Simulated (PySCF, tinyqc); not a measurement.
Inside a calculation. Method: LCCD on RHF in the sto-3g basis, frozen core, for LiH, spin multiplicity 1. The lowest restricted solution is unstable here: a spin-polarised one lies 0.0243 hartree lower (PySCF). One step of it, computed by the program tinyqc.

Problem. Integrals over molecular orbitals. (pq|rs) = sum C_ip C_jq C_kr C_ls (ij|kl), one index at a time.

coefficients C, order 1Li 1s, 1Li 2s, 1Li 2px, 1Li 2py, 1Li 2pz, 2H 1s:
```
[[0.991580, -0.149085, -0.217116, 0.000000, 0.000000, 0.106079],
 [0.032881, 0.525793, 0.800628, 0.000000, 0.000000, -0.443264],
 [0.000000, 0.000000, 0.000000, 0.962670, -0.270679, 0.000000],
 [0.000000, 0.000000, 0.000000, 0.270679, 0.962670, 0.000000],
 [-0.004220, 0.311347, -0.568660, 0.000000, 0.000000, -0.829236],
 [-0.002016, 0.625127, -0.257101, 0.000000, 0.000000, 0.837472]]
```

core Hamiltonian H = T + V (hartree), order 1Li 1s, 1Li 2s, 1Li 2px, 1Li 2py, 1Li 2pz, 2H 1s:
```
[[-4.621033, -1.036410, 0.000000, 0.000000, -0.006802, -0.039943],
 [-1.036410, -1.314990, 0.000000, 0.000000, -0.074794, -0.293805],
 [0.000000, 0.000000, -1.069815, 0.000000, 0.000000, 0.000000],
 [0.000000, 0.000000, 0.000000, -1.069815, 0.000000, 0.000000],
 [-0.006802, -0.074794, 0.000000, 0.000000, -1.123559, -0.421665],
 [-0.039943, -0.293805, 0.000000, 0.000000, -0.421665, -1.111379]]
```

Two-electron integrals (ij|kl) in chemists' order, unique and non-zero (hartree):
```
(11|11) 1.680395   (21|11) 0.265420   (21|21) 0.049941   (22|11) 0.397727
(22|21) 0.092860   (22|22) 0.290562   (31|31) 0.008981   (32|31) 0.013788
(32|32) 0.064184   (33|11) 0.396640   (33|21) 0.092880   (33|22) 0.290497
(33|33) 0.312946   (41|41) 0.008981   (42|41) 0.013788   (42|42) 0.064184
(43|43) 0.016869   (44|11) 0.396640   (44|21) 0.092880   (44|22) 0.290497
(44|33) 0.279207   (44|44) 0.312946   (51|51) 0.008981   (52|51) 0.013788
(52|52) 0.064184   (53|53) 0.016869   (54|54) 0.016869   (55|11) 0.396640
(55|21) 0.092880   (55|22) 0.290497   (55|33) 0.279207   (55|44) 0.279207
(55|55) 0.312946   (61|11) 0.009181   (61|21) 0.001763   (61|22) 0.003429
(61|33) 0.003381   (61|44) 0.003381   (61|51) 0.000255   (61|52) 0.000505
(61|55) 0.003528   (61|61) 0.000071   (62|11) 0.055473   (62|21) 0.013270
(62|22) 0.048884   (62|33) 0.045948   (62|44) 0.045948   (62|51) 0.001951
(62|52) 0.015556   (62|55) 0.054709   (62|61) 0.000588   (62|62) 0.018566
(63|31) 0.000629   (63|32) 0.003792   (63|53) 0.001884   (63|63) 0.000806
(64|41) 0.000629   (64|42) 0.003792   (64|54) 0.001884   (64|64) 0.000806
(65|11) 0.079673   (65|21) 0.019134   (65|22) 0.071815   (65|33) 0.066964
(65|44) 0.066964   (65|51) 0.002997   (65|52) 0.024151   (65|55) 0.081445
(65|61) 0.000860   (65|62) 0.028832   (65|65) 0.044929   (66|11) 0.214926
(66|21) 0.051819   (66|22) 0.208148   (66|33) 0.192059   (66|44) 0.192059
(66|51) 0.006788   (66|52) 0.071298   (66|55) 0.240097   (66|61) 0.002279
(66|62) 0.107136   (66|65) 0.169585   (66|66) 0.774606
```

Give: one-electron integrals over orbitals h = C^T H C; Two-electron integrals over orbitals.

Solution.

one-electron integrals over orbitals h = C^T H C (hartree):
```
[[-4.6123, 0.0962, 0.1592, 0.0000, 0.0000, -0.0503],
 [0.0962, -1.2207, 0.0002, 0.0000, 0.0000, 0.0664],
 [0.1592, 0.0002, -1.0776, 0.0000, 0.0000, 0.0136],
 [0.0000, 0.0000, 0.0000, -1.0698, 0.0000, 0.0000],
 [0.0000, 0.0000, 0.0000, 0.0000, -1.0698, 0.0000],
 [-0.0503, 0.0664, 0.0136, 0.0000, 0.0000, -1.0221]]
```

Two-electron integrals over orbitals (pq|rs), unique and non-zero (hartree); the lowest 1 orbital is frozen and left out:
```
(22|22) 0.4312    (32|22) -0.0685   (32|32) 0.0309    (33|22) 0.2127
(33|32) 0.0178    (33|33) 0.3191    (42|42) 0.0208    (43|42) 0.0215
(43|43) 0.0413    (44|22) 0.2323    (44|32) 0.0204    (44|33) 0.2766
(44|44) 0.3129    (52|52) 0.0208    (53|52) 0.0215    (53|53) 0.0413
(54|54) 0.0169    (55|22) 0.2323    (55|32) 0.0204    (55|33) 0.2766
(55|44) 0.2792    (55|55) 0.3129    (62|22) 0.1023    (62|32) -0.0540
(62|33) -0.0153   (62|44) -0.0441   (62|55) -0.0441   (62|62) 0.1322
(63|22) -0.0656   (63|32) 0.0261    (63|33) 0.0372    (63|44) 0.0126
(63|55) 0.0126    (63|62) -0.0454   (63|63) 0.0384    (64|42) -0.0173
(64|43) -0.0104   (64|64) 0.0183    (65|52) -0.0173   (65|53) -0.0104
(65|65) 0.0183    (66|22) 0.3985    (66|32) -0.0515   (66|33) 0.2405
(66|44) 0.2530    (66|55) 0.2530    (66|62) 0.0770    (66|63) -0.0475
(66|66) 0.3898
```
